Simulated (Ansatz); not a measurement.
# CH3 (doublet): wave-function methods side by side at a displaced geometry (v1), cc-pVTZ

An exercise on one series of results from a longer session: the logs are not shown, and one member is left open.

Method: cc-pVTZ, core rule «outside noble gas», up to 1 orbitals frozen; program: Ansatz 0.2.0, Gaussian basis.

To be run: UHF; CCSD(T) on ROHF; CCSD(T) on UHF; BCCD(T) on ROHF; CCSDT(Q) on ROHF; CCSDT(Q) on UHF; CASSCF and MRCISD+Q, 7 electrons in 7 orbitals; CASSCF and NEVPT2, 7 electrons in 7 orbitals.

21 further runs of the same task are left out: 8 that didn't finish, 13 set aside as unsound or not needed. Runs told in other sessions of the task aren't counted.

## What is computed

The geometry is a PBE0/def2-TZVP stationary point (not a proven minimum) with its atoms shifted at random (size 0.040 Å).

4 atoms, charge 0, spin multiplicity 2.

Atoms are counted from 1 here; the program's logs count them from 0.

Bond lengths: C1–H2 1.079 Å, C1–H3 1.096 Å, C1–H4 1.125 Å. Angles: H2–C1–H3 117.5°, H2–C1–H4 121.1°, H3–C1–H4 121.2°.

The first run:

Input file in.yaml:

```yaml
crystal:
  periodic: [false, false, false]
  atoms:
    - {symbol: C, position_ang: [0.000627, -0.000495, 0.005959]}
    - {symbol: H, position_ang: [1.079725, -0.002611, -0.005515]}
    - {symbol: H, position_ang: [-0.504355, 0.970904, -0.050541]}
    - {symbol: H, position_ang: [-0.582837, -0.962397, -0.014950]}
basis:
  gaussian: {orbitals: cc-pVTZ}
magnetization: {spin_polarized: true, initial_magnetization: 1}
hamiltonian: {xc: hf}
output: {orbitals: {seedname: orbitals}}
```

Run with:

```sh
$ ansatz run in.yaml --threads 1 --pin off --events-out ev --progress --plain --max-ram 2393MiB
```

Steps of the session up to this table: UHF; CCSD(T) on ROHF; CCSD(T) on UHF; BCCD(T) on ROHF; CCSDT(Q) on ROHF; CCSDT(Q) on UHF; CASSCF and MRCISD+Q, 7 electrons in 7 orbitals; CASSCF and NEVPT2, 7 electrons in 7 orbitals.

One of the session's tables, all rows but one given; the rest of the session is left out.

It belongs to the step «Misses and costs». 

| method | from UCCSDT(Q) (meV) |
| --- | --- |
| ROHF | +5155.7 |
| UHF | +5029.4 |
| RMP2 | +705.4 |
| UMP2 | +716.6 |
| RCCSD | +150.3 |
| UCCSD | +147.8 |
| RCCSD(T) | +16.7 |
| UCCSD(T) | +16.3 |
| BCCD(T) | +16.7 |
| RCCSDT | +4.1 |
| UCCSDT | ? |
| RCCSDT(Q) | +0.9 |
| UCCSDT(Q) | 0 |
| CASSCF valence | +3491.2 |
| NEVPT2 valence | +746.0 |
| MRCISD valence | +162.1 |
| MRCISD+Q valence | +21.6 |

Q: Estimate the row for UCCSDT from the others.

The run gave: from UCCSDT(Q) (meV): +3.2. In the column «from UCCSDT(Q) (meV)» it lies between RCCSDT(Q) (+0.9) and RCCSDT (+4.1).

Caveats from the session: Restricted and unrestricted rows rest on different reference determinants; a gap between their highest levels can come from leftover correlation error, from unlike frozen cores or from another state.
